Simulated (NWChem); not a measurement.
**Ionisation of CH2 (+1)**

```xyz
3

C      0.0000     0.0000     0.0924
H      1.0572     0.0000    -0.2771
H     -1.0572     0.0000    -0.2771
```
Charge +1, spin multiplicity 2.

Everything below was run with NWChem. Structure: optimised with UPBE/def2-SVP, a minimum by its harmonic frequencies.

Basis set: def2-TZVP. The species with one electron less has spin multiplicity 1 and keeps the geometry of the parent. Δ marks differences of total energies (open shells unrestricted). −ε marks an orbital energy of the parent. That orbital need not have the symmetry of the hole or added electron in the Δ rows. That singlet is a closed-shell solution.

B3LYP has NWChem's definition, with VWN1-RPA local correlation. This spin state was chosen for the runs; another may lie lower. The structure started from a generated list of species. The unpaired electrons of the parent sit in orbitals of symmetry a1 (C2v labels of the run); other states weren't searched. No SCF solution was tested for a lower state. Open-shell Hartree-Fock references start from PBE0 orbitals.

Q: One of these methods gave a first vertical ionisation energy of 22.89 eV. Which?
(A) ΔB3LYP
(B) ΔBHandHLYP
(C) −ε(alpha HOMO) of HF
(D) −ε(alpha HOMO) of BHandHLYP

A: C, −ε(alpha HOMO) of HF. The others give 22.38 (ΔB3LYP), 22.20 (ΔBHandHLYP), 19.90 (−ε(alpha HOMO) of BHandHLYP).
